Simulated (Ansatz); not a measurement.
in.yaml

```yaml
crystal:
  periodic: [false, false, false]
  atoms:
    - {symbol: B, position_ang: [0.000000, 0.000000, -3.136880]}
    - {symbol: N, position_ang: [0.000000, 0.000000, 1.072120]}
    - {symbol: H, position_ang: [0.000000, 0.000000, 2.064759]}
basis:
  gaussian: {orbitals: cc-pVDZ}
magnetization: {spin_polarized: false, initial_magnetization: 1}
correlation: {active_space: {window: {electrons: 3, orbitals: 6}, states: [{multiplicity: 2, weights: [1, 1]}], root: 0}}
accuracy: high
```

```sh
$ ansatz run in.yaml --threads 1 --pin off --events-out ev --progress --plain --max-ram 2393MiB
```

Output:

```
585 factors; integrals over basis functions are off by at most 4.6e-9 eV
mean field evaluation 1: about -2153.7102 eV, gradient 2.9e1 eV
mean field evaluation 2: about -2153.7103 eV, gradient 2.9e1 eV
mean field evaluation 4: about -2159.2896 eV, gradient 1.7e1 eV
mean field evaluation 8: about -2160.1558 eV, gradient 9.7e-2 eV
mean field evaluation 16: about -2158.8897 eV, gradient 2.0e1 eV
mean field evaluation 32: about -2160.1557 eV, gradient 1.0e-6 eV
mean field evaluation 64: about -2160.1074 eV, gradient 1.0e-1 eV
mean field evaluation 96: about -2160.1557 eV, gradient 1.7e-2 eV
mean field evaluation 128: about -2160.1487 eV, gradient 6.0e-9 eV
mean field evaluation 160: about -2160.1487 eV, gradient 5.9e-7 eV
mean field -2160.15574113 eV, -79.3842592803 hartree, gradient 2.5e-8 eV, S^2 0.750000; 16 other end points of the search recorded, 0 dependent functions left out
reference -2160.15574113 eV, -79.3842592803 hartree; 7, 6 occupied and 26, 27 virtual orbitals, 585 factors
state -2163.03218564 eV, -79.4899666665 hartree
state -2163.03218564 eV, -79.4899666665 hartree
Total energy: -2163.03218564 eV, -79.4899666665 hartree
```

Ran on 1 thread of Arm Neoverse V2, shared host: 3.7 s wall, 0.17 GiB peak host memory.
